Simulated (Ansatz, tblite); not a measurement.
**The cluster SiPt₃: one state, many levels**

One table from this session's results is given with a row withheld; the runs are named, their logs left out.

Computed with Ansatz 0.2.0, Gaussian basis. Level: as each input shows.

The runs, in order: GFN1-xTB, GFN2-xTB, PBE-D4/def2-TZVP, r2SCAN-D4/def2-TZVP, revPBE-D4/def2-TZVP, HF/def2-TZVP, ωB97X-V/def2-TZVP, BLYP-D4/def2-TZVP, HSE06-D4/def2-TZVP, PBE-D4/def2-SVP, PBE0-D4/def2-SVP, PBE0-D4/def2-TZVPD, PBE-D4/def2-TZVPD, r2SCAN-D4/def2-TZVPD, CCSD(T)/def2-TZVP, RPA/def2-TZVP.

## The structure

The geometry is that of the singlet, from an earlier relaxation (PBE0-D4/def2-SVP). At that level it is the lowest of the isomers that a small search found.

4 atoms, charge 0, spin multiplicity 1.

Bond lengths: Pt1–Si4 2.323 Å, Pt2–Si4 2.322 Å, Pt3–Si4 2.323 Å. Angles: Pt1–Si4–Pt2 69.0°, Pt1–Si4–Pt3 69.1°, Pt2–Si4–Pt3 69.1°.

Coordinates:

```
Pt    1.5809   -0.0707    0.0014
Pt   -0.6082    0.0403    1.4598
Pt   -0.6586   -1.1206   -0.9029
Si   -0.3141    1.1510   -0.5583
```

Pt takes a core potential in the def2 sets. No spin-orbit coupling is included.

PBE0-D4/def2-TZVP was run before; its log isn't repeated, and its numbers join the tables.

The first run:

Tight binding, by tblite at 300 K electronic temperature and without a spin-polarisation term:

```python
tblite.interface.Calculator('GFN1-xTB', numbers, positions, charge=0, uhf=0).singlepoint()
```

Tight binding, by tblite at 300 K electronic temperature and without a spin-polarisation term:

```python
tblite.interface.Calculator('GFN2-xTB', numbers, positions, charge=0, uhf=0).singlepoint()
```

start.molden holds the orbitals of an earlier run on this state, given as this run's starting guess.

Contents of in.yaml:

```yaml
crystal:
  periodic: [false, false, false]
  atoms:
    - {symbol: Pt, position_ang: [1.580880, -0.070740, 0.001370]}
    - {symbol: Pt, position_ang: [-0.608245, 0.040281, 1.459797]}
    - {symbol: Pt, position_ang: [-0.658571, -1.120574, -0.902909]}
    - {symbol: Si, position_ang: [-0.314064, 1.151023, -0.558267]}
basis:
  gaussian: {orbitals: def2-TZVP, initial_orbitals: start.molden}
hamiltonian: {xc: pbe, dispersion: d4}
scf: {omitted_lower_state_checks: [starts]}
output: {orbitals: {seedname: orbitals}}
```

Started as:

```bash
> ansatz run in.yaml --threads 2 --pin off --events-out ev --progress --plain --max-ram 4352MiB
```

Among the steps run: PBE-D4/def2-TZVP; r2SCAN-D4/def2-TZVP; revPBE-D4/def2-TZVP; HF/def2-TZVP; ωB97X-V/def2-TZVP; BLYP-D4/def2-TZVP; HSE06-D4/def2-TZVP; PBE-D4/def2-SVP; PBE0-D4/def2-SVP; PBE0-D4/def2-TZVPD; PBE-D4/def2-TZVPD; r2SCAN-D4/def2-TZVPD; CCSD(T)/def2-TZVP; RPA/def2-TZVP.

One table of the session follows, with a row left open; its other results are not shown here.

| level | binding an atom (eV) |
| --- | --- |
| HF/def2-TZVP | 0.919 |
| PBE-D4/def2-SVP | 3.331 |
| PBE-D4/def2-TZVP | 3.454 |
| PBE-D4/def2-TZVPD | 3.457 |
| revPBE-D4/def2-TZVP | 3.272 |
| BLYP-D4/def2-TZVP | 3.178 |
| r2SCAN-D4/def2-TZVP | 3.317 |
| r2SCAN-D4/def2-TZVPD | 3.320 |
| PBE0-D4/def2-SVP | 2.913 |
| PBE0-D4/def2-TZVP | 3.045 |
| PBE0-D4/def2-TZVPD | ? |
| HSE06-D4/def2-TZVP | 3.060 |
| ωB97X-V/def2-TZVP | 2.885 |
| MP2/def2-TZVP | 3.734 |
| CCSD/def2-TZVP | 2.755 |
| CCSD(T)/def2-TZVP | 3.117 |

**Question.** Estimate the row for PBE0-D4/def2-TZVPD.

The run gave: binding an atom (eV): 3.048. In the column «binding an atom (eV)» it lies between PBE0-D4/def2-TZVP (3.045) and HSE06-D4/def2-TZVP (3.060).

Limits of these values: Free atoms were run apart at each level; binding is atoms less cluster, divided by the number of atoms, without zero-point or spin-orbit terms.
